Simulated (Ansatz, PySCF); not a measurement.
fluoromethane cation (CH3F), SMILES CF (connectivity only; charge and spin as stated), charge +1, multiplicity 2. Atoms are numbered in the order given.

```xyz
5

C      0.1073    -0.5471     0.0000
F     -0.0009     0.7354     0.0000
H      1.1152    -0.9550     0.0000
H     -0.6814    -1.0215    -0.7247
H     -0.6814    -1.0215     0.7247
```
Charge +1, spin multiplicity 2.

Geometry: B3LYP-D3(BJ)/def2-TZVP. The multiplicity is an assumed one; other spin states were not compared.

Two levels are set side by side: PBE-D3(BJ)/def2-TZVP (Ansatz, a quantum-chemistry and plane-wave program) and B3LYP-D3(BJ)/def2-TZVP (PySCF). Each level has its own optimised geometry; the coordinates shown are those of the second. Frequencies come from the Hessian of PySCF at each geometry. Differences are taken from unrounded values.

| quantity | B3LYP-D3(BJ) |
|---|---|
| mean bond length (Å) | 1.179 |
| bond C1–F2 (Å) | 1.287 |
| bond C1–H3 (Å) | 1.087 |
| bond C1–H4 (Å) | 1.171 |
| bond C1–H5 (Å) | 1.171 |
| highest harmonic wavenumber (cm⁻¹) | 3184 |
| mean harmonic wavenumber (cm⁻¹) | 1602 |
| zero-point energy (kcal/mol) | 20.61 |

**Question.** What does PBE-D3(BJ) give, and how far is it from B3LYP-D3(BJ)? (Estimate from the structure and the level; the computed values follow.)

**Answer.** 
| quantity | PBE-D3(BJ) | PBE-D3(BJ) minus B3LYP-D3(BJ) |
|---|---|---|
| mean bond length (Å) | 1.188 | 0.008 |
| bond C1–F2 (Å) | 1.300 | 0.013 |
| bond C1–H3 (Å) | 1.096 | 0.009 |
| bond C1–H4 (Å) | 1.177 | 0.006 |
| bond C1–H5 (Å) | 1.177 | 0.006 |
| highest harmonic wavenumber (cm⁻¹) | 3111 | -73 |
| mean harmonic wavenumber (cm⁻¹) | 1567 | -34 |
| zero-point energy (kcal/mol) | 20.17 | -0.44 |

Exact exchange shortens and stiffens bonds; PBE has none. Differences between two approximate levels are no errors against the true value.
